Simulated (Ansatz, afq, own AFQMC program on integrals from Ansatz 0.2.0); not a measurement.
# Where AFQMC and coupled cluster stand for B₂H₂, singlet

```yaml
atoms:
  - { symbol: B, position_ang: [0.0000, 0.0000, 0.7529] }
  - { symbol: B, position_ang: [0.0000, 0.0000, -1.0096] }
  - { symbol: H, position_ang: [0.0000, 1.0240, 1.3765] }
  - { symbol: H, position_ang: [0.0000, -1.0240, 1.3765] }
```

Connectivity, by distances: BH2–B.

Basis cc-pVTZ. Only valence electrons are correlated. Integrals, coupled cluster, full CI and functionals: Ansatz 0.2.0; the random walks run on the same integrals in our own AFQMC program. ph-AFQMC/CISD is guided by a CISD state made of CCSD amplitudes; releasing the constraint for a short imaginary time cuts its bias at the price of noise, slowly where states lie close. Free projection: walkers drawn from exp(T), propagated without any constraint. Its projection time is finite, and what remains of the start isn't in its error. ± is one standard error of the sampling.

Determinant: RHF, the one that the program's search chose, which needn't be the lowest solution. The geometry is a PBE0/def2-TZVP stationary point of this or a neighbouring charge and spin state.

No full CI on the walks' own integrals is used here; CCSDT(Q) serves as the reference and is uncertain by about the last step of the cluster series.

Cautions: another spin lies lower (by 189 meV); restricted determinant unstable towards unrestricted (UHF 599 meV lower, ⟨S²⟩ 0.86); CCSDT(Q) on the UHF determinant differs (156 meV lower), perhaps since the unrestricted series falls towards higher spin.

The T1 diagnostic is 0.0132, the weight of the determinant in the CISD state is 0.868 and the size of the correlated space is 8 electrons in 86 orbitals.

```tsv
level	correlation energy (eV)
MP2	-4.3755
CCSD	-5.4457
CCSD(T)	-5.6068
```

(1) Estimate where phaseless AFQMC with the Hartree–Fock trial lies against CCSD(T) on the same integrals.

(1) 34.2 ± 22.2 meV below CCSD(T). The gap is under twice the noise, so this walk alone can't tell the two apart.

Reference: CCSDT(Q), correlation energy -5.646 eV. The released energy is read at 1.50 1/Eh (meV from the phaseless value at times in 1/Eh: -5 ± 3 at 0.24, -13 ± 4 at 0.50, -16 ± 4 at 1.00, -15 ± 5 at 1.50).

```json
{"level": "CCSD(T)", "E − E(reference) (meV)": "38.9", "share of correlation (%)": "99.31"}
{"level": "CCSDT", "E − E(reference) (meV)": "8.4", "share of correlation (%)": "99.85"}
{"level": "ph-AFQMC/HF", "E − E(reference) (meV)": "4.7 ± 22.2", "share of correlation (%)": "99.92"}
{"level": "ph-AFQMC/CISD", "E − E(reference) (meV)": "21.5 ± 4.3", "share of correlation (%)": "99.62"}
{"level": "released AFQMC", "E − E(reference) (meV)": "6.4 ± 5.0", "share of correlation (%)": "99.89"}
{"level": "free AFQMC", "E − E(reference) (meV)": "9.4 ± 8.2", "share of correlation (%)": "99.83"}
```

Free projections are given only where their last times agree within the noise and don't stop above the reference; a slow remainder of the start can still hide under it. A walk keeps the symmetry of its determinant, which the program's search chose and which needn't be the lowest solution, so a lower state of the same spin and another symmetry isn't excluded. Released energies are given only where the last usable release times agree within the noise; a slower fall can still hide under it.
